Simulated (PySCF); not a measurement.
Cartesian coordinates (Å):
SMILES: [CH3]
```xyz
4

C      0.0000     0.0000     0.0000
H      1.0687    -0.1557    -0.0027
H     -0.6693    -0.8477     0.0023
H     -0.3995     1.0034     0.0004
```
Charge 0, spin multiplicity 2.

Problem. Predict the total energy, highest occupied spin orbital and dipole moment from PBE-D3(BJ)/def2-TZVP // PBE0-D4/def2-TZVP (PySCF 2.14.0).

Solution. 
- total energy = -39.7889 Ha
- highest occupied spin orbital = -5.38 eV
- dipole moment = 0.00 D
